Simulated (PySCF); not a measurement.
Species: SiO (singlet state).
Z-matrix (Å and degrees, PBE0-D3(BJ)/def2-SVP geometry), rows numbered from 1:
```
O 
Si  1  1.5233
```

Computed, not measured: PBE0-D3(BJ)/def2-SVP geometry optimisation, gas phase in PySCF 2.14.0.

Take the most abundant isotopes and a rigid rotor. 

Q: What are the moment of inertia and the rotational constant?

A: I = 23.616 u·Å², B = 505379 MHz·u·Å²/I = 21400 MHz (0.7138 cm⁻¹, or 1.027 K as hB/k). For two atoms I = μr² with μ = 10.1767 u and r = 1.5233 Å.

Q: List the first levels of a rigid rotor in a Σ state.

A: E(J) = BJ(J+1): J = 1: 1.428, J = 2: 4.283, J = 3: 8.566, J = 4: 14.276, J = 5: 21.415, J = 6: 29.981 cm⁻¹.

Q: Where do the first rotational lines fall?

A: The dipole is 2.70 D; J+1 ← J lies at 2B(J+1): 1 ← 0 at 42.80 GHz, 2 ← 1 at 85.60 GHz, 3 ← 2 at 128.40 GHz, 4 ← 3 at 171.20 GHz, 5 ← 4 at 214.00 GHz, 6 ← 5 at 256.80 GHz.

Q: Estimate the classical rotational partition function at 25 K, 50 K and 100 K.

A: Point group C∞v, symmetry number σ = 1; q = kT/(σhB), k/h = 20836.6 MHz/K: 24.3 at 25 K, 48.7 at 50 K, 97.4 at 100 K.

Not checked by PBE0-D3(BJ)/def2-SVP frequencies. These are rigid-rotor constants of the computed structure; measured ground-state constants (B0) also hold zero-point vibration.
